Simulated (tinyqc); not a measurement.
Worked calculation: Hueckel theory of the pi electrons, for the molecule C=CN=C[CH2+] (SMILES; centres numbered as the heavy atoms are written). One step of it, computed by the program tinyqc.

Task: Energy, charges, bond orders. E = sum n x; q_r = z_r - P_rr; bond order p = P_rs; free valence = sqrt(3) - sum of p over the bonds of the atom.

x values: [1.915411, 1.000000, 0.157337, -1.000000, -1.592748]

occupations: [2.000000, 2.000000, 0.000000, 0.000000, 0.000000]

charge and bond-order matrix P, order 1C, 2C, 3N, 4C, 5C:
$$\begin{pmatrix}
0.621506 & 0.732734 & 0.324275 & -0.267266 & -0.378494 \\
0.732734 & 0.945781 & 0.621120 & -0.054219 & -0.267266 \\
0.324275 & 0.621120 & 0.865425 & 0.621120 & 0.324275 \\
-0.267266 & -0.054219 & 0.621120 & 0.945781 & 0.732734 \\
-0.378494 & -0.267266 & 0.324275 & 0.732734 & 0.621506
\end{pmatrix}$$

Centres:
```
centre  z_r, pi electrons of the neutral centre         h
1C                                            1  0.000000
2C                                            1  0.000000
3N                                            1  0.480000
4C                                            1  0.000000
5C                                            1  0.000000
```

Bonds:
```
i  j  k
1  2  1
2  3  1
3  4  1
4  5  1
```

Give: pi energy = 4 alpha + this times beta; pi charges; Bond orders and lengths from R = 1.517 - 0.180 p; free valence of the carbons; gap between the highest filled and the next level.

Result:

pi energy = 4 alpha + this times beta = 5.831

pi charges: 1C 0.378, 2C 0.054, 3N 0.135, 4C 0.054, 5C 0.378

Bond orders and lengths from R = 1.517 - 0.180 p (angstrom, C-C alone):
```
bond      p      R
1-2   0.733  1.385
2-3   0.621      -
3-4   0.621      -
4-5   0.733  1.385
```

free valence of the carbons: 1C 0.999, 2C 0.378, 4C 0.378, 5C 0.999

gap between the highest filled and the next level = 0.843 |beta|
